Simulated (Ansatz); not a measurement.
Reaction (substitution at a C–C bond): `C=C(C)CF` + HCl → `C=C(Cl)CF` + CH₄

Calculated with Ansatz (gas phase, PBE0-D4/def2-TZVP geometries, no zero-point term in ΔE). CBS: MP2 limit from def2 TZ/QZ plus the TZ coupled-cluster correction, frozen cores. This one scheme is used for every species. Functionals use def2-TZVPP. One conformer a species, not always the lowest.

`C=C(C)CF`:

```xyz
12

C     0.431    1.465    0.207
C     0.078    0.202    0.014
C     0.808   -0.737   -0.892
C    -1.102   -0.405    0.699
F    -1.755    0.482    1.522
H     1.291    1.887   -0.299
H    -0.129    2.108    0.874
H     1.176   -1.611   -0.345
H     1.660   -0.245   -1.362
H     0.152   -1.113   -1.684
H    -0.787   -1.262    1.309
H    -1.824   -0.771   -0.043
```

HCl:

```xyz
2

Cl   -0.095    0.214    0.595
H     0.095   -0.214   -0.595
```

`C=C(Cl)CF`:

Z-matrix (Å, degrees):
```
C
F 1 1.373
C 1 1.493 2 111.0
H 1 1.095 2 108.7 3 -121.1
H 1 1.095 2 108.7 3 121.1
Cl 3 1.730 1 111.5 2 -179.9
C 3 1.320 1 126.1 2 0.1
H 7 1.082 3 119.2 1 -0.0
H 7 1.081 3 121.7 1 180.0
```

CH₄:

Z-matrix (Å, degrees):
```
C
H 1 1.090
H 1 1.090 2 109.5
H 1 1.090 2 109.5 3 -120.0
H 1 1.090 2 109.5 3 120.0
```

```
    species  r2SCAN0-D4 energy (Eh)
 `C=C(C)CF`              -256.39326
        HCl              -460.78281
`C=C(Cl)CF`              -676.67164
        CH₄               -40.49857
```

Question: Work out ΔE.

Answer: ΔE = (-676.67164) + (-40.49857) − (-256.39326) − (-460.78281) = 0.00586 Eh = +15.4 kJ/mol. CCSD(T)/CBS gives +18.3 kJ/mol.

Largest T1 diagnostic among the species: 0.011.

At CCSD(T), def2-SVP lies +5.1 kJ/mol from the extrapolated value and def2-TZVPP +1.6 kJ/mol. From r2SCAN to r2SCAN0 (25 % exact exchange), in def2-TZVPP and without D4, ΔE moves by +4.6 kJ/mol.
